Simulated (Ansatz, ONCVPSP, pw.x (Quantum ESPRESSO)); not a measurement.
**Al (Z = 13) (fcc): variants of one ONCV potential in the solid**

Al (Z = 13), optimised norm-conserving Vanderbilt (ONCV), made with ONCVPSP 4.0.1 (PBE, scalar-relativistic). Core [Ne], reference 3s2 3p1. Waves: 3s: rc 2.05 bohr, ncon 3, nbas 6, qcut 2.6 1/bohr, local; 3p: rc 2.65 bohr, ncon 5, nbas 10, qcut 2.9 1/bohr, 2 projectors, debl 1.8 Ha; d scattering state at 0.26 Ha: rc 2.50 bohr, ncon 4, nbas 8, qcut 3.9 1/bohr, 2 projectors, debl 1.5 Ha. Local part: the s channel. Core correction: none.

Crystal test: fcc Al in pw.x 7.5, no spin, 14³ k-points, Fermi–Dirac smearing 0.01 Ry, cutoffs set for each file from its atomic test. The reference is all-electron LAPW (Ansatz 0.2.0) with the same functional, mesh and smearing; V0 and B0 come from Birch–Murnaghan fits to the pressures at five volumes. Errors are pseudo minus all-electron; Δ is the rms difference of the E(V) curves that follow from these fits, minima aligned, over ±6 % about the mean V0. Mesh and smearing are coarse, so the numbers serve the comparison and aren't converged zero-temperature values; the lattice is a test structure that the element need not adopt.

All-electron: a0 = 4.040 Å (V0 = 16.49 Å³/atom), B0 = 76.6 GPa.

1 further variants are left out: they gave no file fit for a test, a broken result, the same result as the base, or pressures whose basis-set error rivals the error shown.

```json
{"change": "base", "cutoffs (Ry)": "55/220", "pw.x": "converged", "a0 (Å)": "4.048", "a0 error (%)": "+0.18", "B0 error (%)": "-2.3", "Δ (meV/atom)": "1.5", "mean pressure error (GPa)": "+0.40"}
{"change": "p: rc 2.52", "cutoffs (Ry)": "55/220", "pw.x": "converged", "a0 (Å)": "4.047", "a0 error (%)": "+0.17", "B0 error (%)": "-2.3", "Δ (meV/atom)": "1.4", "mean pressure error (GPa)": "+0.37"}
{"change": "p: rc 2.82", "cutoffs (Ry)": "55/220", "pw.x": "converged", "a0 (Å)": "4.049", "a0 error (%)": "+0.20", "B0 error (%)": "-2.3", "Δ (meV/atom)": "1.6", "mean pressure error (GPa)": "+0.45"}
{"change": "p: rc 3.24", "cutoffs (Ry)": "55/220", "pw.x": "converged", "a0 (Å)": "4.051", "a0 error (%)": "+0.25", "B0 error (%)": "-2.2", "Δ (meV/atom)": "2.1", "mean pressure error (GPa)": "+0.58"}
{"change": "p: rc 3.66", "cutoffs (Ry)": "55/220", "pw.x": "converged", "a0 (Å)": "4.052", "a0 error (%)": "+0.30", "B0 error (%)": "-2.1", "Δ (meV/atom)": "2.4", "mean pressure error (GPa)": "+0.68"}
```
